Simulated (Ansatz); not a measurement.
# AlNH₃ (quartet): from Hartree-Fock to the top rungs at distance Al1–H4 along a hydrogen transfer = 2.281 Å, cc-pVTZ

Aim: climb from Hartree-Fock through coupled cluster and multireference methods for AlNH₃ (quartet) at one geometry and basis, and see what each rung misses.

Computed with Ansatz 0.2.0, Gaussian basis. Level: cc-pVTZ, core rule «outside noble gas», up to 6 orbitals frozen.

The runs, in order: UHF; CCSD(T) on ROHF; CCSD(T) on UHF; BCCD(T) on ROHF; CCSDT(Q) on ROHF; CCSDT(Q) on UHF; CASSCF and NEVPT2, 5 electrons in 5 orbitals.

5 further runs of the same task are left out: 5 for a known fault of the program.

## (1) The geometry

The geometry derives from fragments relaxed apart (PBE0/def2-TZVP) and kept rigid, so it is no stationary point. A hydrogen atom is moved between rigid fragments.

5 atoms, charge 0, spin multiplicity 4.

Atoms are counted from 1 here; the program's logs count them from 0.

Bond lengths: Al1–H2 1.586 Å, Al1–H3 1.586 Å, H4–N5 1.040 Å. Angles: H2–Al1–H3 120.0°.

## (2) UHF

in.yaml reads:

```yaml
crystal:
  periodic: [false, false, false]
  atoms:
    - {symbol: Al, position_ang: [-1.072818, 0.000000, 0.000000]}
    - {symbol: H, position_ang: [-1.865742, 1.373384, 0.000000]}
    - {symbol: H, position_ang: [-1.865742, -1.373384, 0.000000]}
    - {symbol: H, position_ang: [1.208182, 0.000000, 0.000000]}
    - {symbol: N, position_ang: [2.248182, 0.000000, 0.000000]}
basis:
  gaussian: {orbitals: cc-pVTZ}
magnetization: {spin_polarized: true, initial_magnetization: 3}
hamiltonian: {xc: hf}
output: {orbitals: {seedname: orbitals}}
```

The run is started by

```bash
ansatz run in.yaml --threads 1 --pin off --events-out ev --progress --plain --max-ram 4096MiB --backend cpu
```

After this run come: CCSD(T) on ROHF; CCSD(T) on UHF; BCCD(T) on ROHF; CCSDT(Q) on ROHF; CCSDT(Q) on UHF; CASSCF and NEVPT2, 5 electrons in 5 orbitals.

**Question.** What will the summary of the whole plan be? Wanted: UCCSDT(Q) below the RHF energy; RMP2 from UCCSDT(Q); UMP2 from UCCSDT(Q); RCCSD from UCCSDT(Q); RCCSD(T) from UCCSDT(Q); UCCSD(T) from UCCSDT(Q); RCCSDT(Q) from UCCSDT(Q); NEVPT2 pair from UCCSDT(Q); T1 diagnostic.

As calculated:

| quantity | value |
| --- | --- |
| UCCSDT(Q) below the RHF energy | -7.2250 eV |
| RMP2 from UCCSDT(Q) | +1220.0 meV |
| UMP2 from UCCSDT(Q) | +1233.4 meV |
| RCCSD from UCCSDT(Q) | +205.1 meV |
| RCCSD(T) from UCCSDT(Q) | +35.6 meV |
| UCCSD(T) from UCCSDT(Q) | +33.0 meV |
| RCCSDT(Q) from UCCSDT(Q) | +3.3 meV |
| NEVPT2 pair from UCCSDT(Q) | +1230.8 meV |
| levels within 1 kcal/mol (43 meV) | RCCSD(T), UCCSD(T), BCCD(T), RCCSDT, UCCSDT, RCCSDT(Q) |
| T1 diagnostic | 0.021 |

What this shows: RCCSD(T) misses by +35.6 meV, 0.5 % of the correlation energy. These misses are within one basis, not against nature; the frozen cores of restricted and unrestricted runs differ, which can shift their rows.
